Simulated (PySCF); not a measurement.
Homolysis of single bonds, series Si Cl-OH. Isolated molecules, 0 K electronic values unless said otherwise. One relaxed conformer stands for each flexible species; it need not be the lowest. Strings in code marks are SMILES.

The four lowest singlet excitations (Tamm–Dancoff). All values below come from B3LYP-D3(BJ)/def2-TZVP // M06-2X/def2-TZVP (PySCF). B3LYP has the VWN-RPA correlation part, as in Gaussian. Excitations are Tamm–Dancoff values on a coarser integration grid. The basis has no diffuse functions, so Rydberg states are missing or too high.

```json
[
 {"state": "S1", "energy (eV)": "7.74", "wavelength (nm)": "160", "oscillator strength": "0.001"},
 {"state": "S2", "energy (eV)": "7.83", "wavelength (nm)": "158", "oscillator strength": "0.000"},
 {"state": "S3", "energy (eV)": "8.33", "wavelength (nm)": "149", "oscillator strength": "0.052"},
 {"state": "S4", "energy (eV)": "8.44", "wavelength (nm)": "147", "oscillator strength": "0.000"}
]
```

Task: Name which member gives these states.
A. `Cl[Si](Cl)(Cl)Cl`
B. `O[Si](O)(Cl)Cl` (H–O–Si–Cl torsion 59°, Cl–Si–O–H torsion -59°)
C. `O[Si](O)(O)O`
D. `O[Si](O)(O)Cl`

Result: B, `O[Si](O)(Cl)Cl` (H–O–Si–Cl torsion 59°, Cl–Si–O–H torsion -59°)
